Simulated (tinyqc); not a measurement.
Worked calculation: RHF in the sto-3g basis, for H2O, spin multiplicity 1. One step of it, computed by the program tinyqc.

Problem. Iteration 2: diagonalisation and new density. Diagonalise F' = X^T F X, C = X C', fill 5 alpha and 5 beta electrons from the bottom; D = 2 C_occ C_occ^T. Each column has its largest component positive (the first on a tie).

Fock matrix F (hartree), lower triangle:
```
             1O 1s      1O 2s    1O 2px     1O 2py     1O 2pz      2H 1s      3H 1s
1O 1s   -19.055324
1O 2s    -4.927039  -1.975252
1O 2px    0.000000   0.000000  0.154290
1O 2py   -0.001153  -0.011112  0.000000  -0.040005
1O 2pz   -0.015766  -0.203956  0.000000  -0.005492   0.079601
2H 1s    -1.233557  -0.873561  0.000000  -0.276495  -0.238557  -0.340439
3H 1s    -1.120980  -0.814577  0.000000   0.262941  -0.227882  -0.306757  -0.297345
```

X, lower triangle:
```
            1O 1s      1O 2s    1O 2px     1O 2py     1O 2pz      2H 1s     3H 1s
1O 1s    1.024287
1O 2s   -0.144389   1.261801
1O 2px   0.000000   0.000000  1.000000
1O 2py  -0.000695   0.012116  0.000000   1.134315
1O 2pz  -0.009229   0.102440  0.000000   0.004390   1.043754
2H 1s    0.023097  -0.324956  0.000000  -0.259648  -0.137794   1.233107
3H 1s    0.022024  -0.292057  0.000000   0.243634  -0.126663  -0.081117  1.203751
```

Give: F' = X^T F X; orbital energies; coefficients C; D after iteration 2.

Solution.

F' = X^T F X (hartree), lower triangle:
```
         1       2      3       4       5       6      7
1  -18.675
2   -2.652  -0.782
3    0.000   0.000  0.154
4   -0.001   0.009  0.000   0.255
5   -0.025  -0.021  0.000   0.003   0.177
6   -0.210  -0.503  0.000  -0.429  -0.250   0.231
7   -0.176  -0.455  0.000   0.405  -0.231  -0.111  0.204
```

orbital energies (hartree): MO1 -19.067, MO2 -0.865, MO3 -0.298, MO4 0.067, MO5 0.154, MO6 0.685, MO7 0.888

coefficients C:
```
           MO1     MO2     MO3     MO4    MO5     MO6     MO7
1O 1s    0.993  -0.224   0.004   0.121  0.000   0.138  -0.027
1O 2s    0.031   0.769  -0.020  -0.596  0.000  -0.910   0.195
1O 2px   0.000   0.000   0.000   0.000  1.000   0.000   0.000
1O 2py   0.000   0.012   0.583   0.005  0.000   0.165   1.023
1O 2pz   0.004   0.184  -0.001   0.786  0.000  -0.685   0.120
2H 1s   -0.007   0.205   0.436   0.258  0.000   0.671  -0.985
3H 1s   -0.007   0.187  -0.455   0.265  0.000   0.917   0.681
```

D after iteration 2, lower triangle:
```
         1O 1s   1O 2s  1O 2px  1O 2py  1O 2pz   2H 1s  3H 1s
1O 1s    2.103
1O 2s   -0.428   1.898
1O 2px   0.000   0.000   2.000
1O 2py   0.001  -0.012   0.000   0.680
1O 2pz   0.116  -0.655   0.000   0.011   1.303
2H 1s   -0.040  -0.011   0.000   0.516   0.480   0.598
3H 1s   -0.036  -0.011   0.000  -0.523   0.487  -0.183  0.625
```
